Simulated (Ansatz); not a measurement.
One change: `CC(C)(F)F` becomes `CC(F)F`.

Ansatz, PBE0-D4/def2-TZVP geometries, multiplicity 1. 

```json
{"property": "HOMO–LUMO gap (PBE/def2-TZVPP) / eV", "`CC(C)(F)F`": "8.17"}
{"property": "HOMO energy (PBE0/def2-TZVPP) / eV", "`CC(C)(F)F`": "-9.47"}
{"property": "LUMO energy (B3LYP/def2-TZVPP) / eV", "`CC(C)(F)F`": "0.85"}
{"property": "LUMO energy (ωB97M-V/def2-TZVPP) / eV", "`CC(C)(F)F`": "2.60"}
{"property": "HOMO energy (PBE/def2-TZVPP) / eV", "`CC(C)(F)F`": "-7.74"}
{"property": "LUMO energy (PBE0/def2-TZVPP) / eV", "`CC(C)(F)F`": "1.21"}
```

**Question.** Give the same properties after the change, and the shifts. (Estimate.)

**Answer.** Ansatz gave: 
```json
{"property": "HOMO–LUMO gap (PBE/def2-TZVPP) / eV", "`CC(F)F`": "8.58", "shift": "0.41"}
{"property": "HOMO energy (PBE0/def2-TZVPP) / eV", "`CC(F)F`": "-9.65", "shift": "-0.18"}
{"property": "LUMO energy (B3LYP/def2-TZVPP) / eV", "`CC(F)F`": "1.11", "shift": "0.26"}
{"property": "LUMO energy (ωB97M-V/def2-TZVPP) / eV", "`CC(F)F`": "2.91", "shift": "0.31"}
{"property": "HOMO energy (PBE/def2-TZVPP) / eV", "`CC(F)F`": "-7.87", "shift": "-0.13"}
{"property": "LUMO energy (PBE0/def2-TZVPP) / eV", "`CC(F)F`": "1.50", "shift": "0.29"}
```

With PBE0 the HOMO falls by 0.18 eV and the LUMO rises by 0.29 eV, so the gap widens by about 0.47 eV. PBE moves the HOMO by -0.13 eV and ωB97M-V by -0.20 eV. The zero-point energy changes by -71.5 kJ/mol with -9 modes.

B3LYP here is the variant with VWN-RPA as its local correlation; programs differ in this.
